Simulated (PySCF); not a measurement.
# Calculated NMR parameters of Cyclopentadienone

```
Formula                               : C5H4O
SMILES                                : O=C1C=CC=C1
Point group of the computed structure : C2v
Degrees of unsaturation               : 4
Carbon signals                        : 3
Proton signals                        : 2
```

Atoms are numbered as in `[O:1]=[C:2]1[CH:3]=[CH:4][CH:5]=[CH:6]1`; H(Xn) means a hydrogen on atom n.

- J couplings at B3LYP/pcJ-1 (without the spin–dipole term)
- geometry: GFN2-xTB
- σ from GIAO-PBE0/pcSseg-1
- code: PySCF
- a single conformation, gas phase, equivalent nuclei averaged, relativity neglected

Chemical shifts δ = σref − σ; 1H (31.72 ppm), 13C (186.93 ppm) vs TMS; 17O (336.08 ppm) vs H2O, all at this level.

| carbon | δC, type | δH (multiplicity, J in Hz) | HMBC from (abs. J ≥ 3 Hz) | span of the C tensor (ppm) |
| --- | --- | --- | --- | --- |
| C2 | 210.9, C | – | H(C4)/H(C5), H(C3)/H(C6) | 160 |
| C3/C6 | 124.9, CH | 5.37 (d, 7.5) | H(C4)/H(C5) | 205 |
| C4/C5 | 155.4, CH | 7.25 (d, 7.5) | H(C4)/H(C5), H(C3)/H(C6) | 250 |

Other nuclei:
```
atoms  nucleus    environment  δ (ppm)  σ (ppm)
   O1      17O  ketone oxygen    778.7   -442.6
```

Selected couplings (Hz, signed; the shortest-range and largest first, 30 at most; isotopes 13C, 1H): 1J(C3,H(C3)) 185.2, 1J(C4,H(C4)) 178.4, 1J(C3,C4) 78.2, 1J(C2,C3) 53.0, 2J(C2,C4) 9.5, 2J(C3,C5) -1.4, 3J(H(C3),H(C4)) 7.5.

Carbon types of the structure: 1 × C, 4 × CH, which accounts for all hydrogens. δC 210.9: ketone carbonyl carbon; the double bond to the heteroatom, with no lone-pair donor beside it, deshields it most. δC 155.4: β carbon of a C=C–C=O unit; conjugation with the carbonyl draws π density from the β position. δC 124.9: α carbon of a C=C–C=O unit; as expected for a trigonal carbon in a double bond. δH 7.25: hydrogen on a β carbon of a C=C–C=O unit; attached to an sp2 carbon and in the plane of the double bond. δH 5.37: hydrogen on an α carbon of a C=C–C=O unit; attached to an sp2 carbon and in the plane of the double bond. The protons at 5.37 and 7.25 share a coupling of 7.5 Hz (vicinal, cis across C=C).

Multiplet labels drop couplings under 1 Hz and merge nearly equal ones. Couplings among chemically equivalent protons are left out too, so labels in AA′BB′ or AA′XX′ sets are apparent multiplicities. Unscaled 3J(H,H) at this level run about 10 % above measured values. Shifts are as computed. Against solution values, carbons near 30 ppm lie about +3 ppm off and those near 130 ppm about +5 ppm. Of 1211 compounds with measured shifts, 218 miss one by over three times the rms of a fit or turn the order of signals round; such compounds aren't used in these exercises. Unscaled 17O shifts of doubly bonded oxygen tend to come out too high, by tens of ppm or more. Experimental scales use liquid or dissolved standards, which lie at an offset from isolated H2O (liquid H2O: subtract about 36 ppm).
